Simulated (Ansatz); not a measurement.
Results of PBE (PAW; Ansatz, an electronic-structure program) for hcp Ti.

Run with plane-wave cutoff 520 eV, 16×16×10 k mesh (along the axes of the cell as run), Fermi–Dirac smearing 0.1 eV, perturbation theory, force constants from a 4×4×2 q mesh, no spin polarisation, scalar-relativistic PAW data made under PBE.

Computed at the level's own relaxed cell.

Harmonic phonon frequencies (cm⁻¹; i marks an imaginary mode):

```csv
q point,frequencies
Γ,0 0 0 124 124 190
A,90 90 90 90 188 188
```

No imaginary mode appears at these points.
